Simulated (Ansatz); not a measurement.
# CH₄OSi (SMILES C[SiH]=O): one structure at several levels

The task here is to estimate one member of a computed series from the others.

Program: Ansatz 0.2.0, Gaussian basis. Level of theory: single points in def2-TZVPP. These are calculated values, not measurements.

Correlated methods freeze the cores.

1 further run of the same task is left out (it didn't finish).

### Where the work starts

SMILES `C[SiH]=O`, 7 atoms, charge 0, spin multiplicity 1.

Atoms are counted from 1 here; the program's logs count them from 0.

Bond lengths: C1–Si2 1.800 Å, C1–H4 1.112 Å, C1–H5 1.118 Å, C1–H6 1.104 Å, Si2–O3 1.546 Å, Si2–H7 1.508 Å. Angles: Si2–C1–H4 112.0°, Si2–C1–H5 104.7°, Si2–C1–H6 113.6°, H4–C1–H5 109.6°, H4–C1–H6 109.4°, H5–C1–H6 107.3°, C1–Si2–O3 126.9°, C1–Si2–H7 114.4°, O3–Si2–H7 118.0°.

Geometry (Å):

```tsv
atom	x (Å)	y (Å)	z (Å)
C1	-0.6390	0.4100	-0.1934
Si2	0.8357	-0.5405	0.2094
O3	1.3940	-1.7588	-0.5622
H4	-0.5251	0.9709	-1.1470
H5	-1.4486	-0.3540	-0.3013
H6	-0.9492	1.1051	0.6062
H7	1.4365	-0.2176	1.5540
```

Set-up of the first run:

File run/in.yaml:

```yaml
crystal:
  periodic: [false, false, false]
  atoms:
    - {symbol: C, position_ang: [-0.639044, 0.410028, -0.193361]}
    - {symbol: Si, position_ang: [0.835730, -0.540503, 0.209353]}
    - {symbol: O, position_ang: [1.394020, -1.758766, -0.562204]}
    - {symbol: H, position_ang: [-0.525097, 0.970920, -1.146959]}
    - {symbol: H, position_ang: [-1.448553, -0.354010, -0.301251]}
    - {symbol: H, position_ang: [-0.949231, 1.105106, 0.606168]}
    - {symbol: H, position_ang: [1.436479, -0.217597, 1.553965]}
basis:
  gaussian: {orbitals: def2-TZVPP}
hamiltonian: {xc: pbe, dispersion: d4}
output: {forces: true}
```

Run with:

```console
> ansatz run in.yaml --threads 2 --pin off --events-out ev --progress --plain --max-ram 3481MiB
```

Steps of the session up to this table: PBE-D4/def2-TZVPP; r2SCAN-D4/def2-TZVPP; PBE0-D4/def2-TZVPP; wB97M-V/def2-TZVPP; CCSD(T)/def2-TZVPP.

One table of the session follows, with a row left open; its other results are not shown here.

| method | RMS force component (eV/Å) | angle to CCSD(T) forces (°) | dipole (D) |
| --- | --- | --- | --- |
| PBE-D4 | 0.562 | 10.3 | 4.39 |
| r2SCAN-D4 | ? | ? | ? |
| PBE0-D4 | 0.766 | 12.6 | 4.67 |
| wB97M-V | 0.790 | 11.3 | 4.70 |
| CCSD(T) | 0.724 | reference | 4.48 |

Estimate the missing values for r2SCAN-D4.

As computed: RMS force component (eV/Å): 0.698; angle to CCSD(T) forces (°): 7.9; dipole (D): 4.55. In the column «RMS force component (eV/Å)» it lies between PBE-D4 (0.562) and CCSD(T) (0.724).
